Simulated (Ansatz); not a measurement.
One change: `[F][AlH][F]` becomes `[F][AlH][SH]`.

Ansatz, PBE0-D4/def2-TZVP geometries, multiplicity 1. Each molecule was computed in one conformer, which needn't be the lowest.

```json
{"property": "LUMO energy (PBE0/def2-TZVPP) / eV", "`[F][AlH][F]`": "-0.88"}
{"property": "size of the dipole moment (B3LYP/def2-TZVPP) / D", "`[F][AlH][F]`": "1.35"}
{"property": "HOMO–LUMO gap (B3LYP/def2-TZVPP) / eV", "`[F][AlH][F]`": "8.77"}
{"property": "HOMO energy (PBE0/def2-TZVPP) / eV", "`[F][AlH][F]`": "-10.12"}
{"property": "HOMO–LUMO gap (PBE0/def2-TZVPP) / eV", "`[F][AlH][F]`": "9.25"}
{"property": "LUMO energy (B3LYP/def2-TZVPP) / eV", "`[F][AlH][F]`": "-1.16"}
```

(1) Give the same properties after the change, and the shifts. (Best estimate.)

Answers

(1) Computed: 
| property | `[F][AlH][SH]` | shift |
| --- | --- | --- |
| LUMO energy (PBE0/def2-TZVPP) / eV | -0.97 | -0.09 |
| size of the dipole moment (B3LYP/def2-TZVPP) / D | 1.85 | 0.50 |
| HOMO–LUMO gap (B3LYP/def2-TZVPP) / eV | 6.63 | -2.14 |
| HOMO energy (PBE0/def2-TZVPP) / eV | -8.08 | 2.04 |
| HOMO–LUMO gap (PBE0/def2-TZVPP) / eV | 7.11 | -2.14 |
| LUMO energy (B3LYP/def2-TZVPP) / eV | -1.18 | -0.02 |

With PBE0 the HOMO rises by 2.04 eV and the LUMO falls by 0.09 eV, so the gap narrows by about 2.13 eV. PBE moves the HOMO by 1.78 eV and ωB97M-V by 2.16 eV. The zero-point energy changes by 18.7 kJ/mol with +3 modes. Dipoles are sizes alone; their direction can turn.

B3LYP here is the variant with VWN-RPA as its local correlation; programs differ in this.
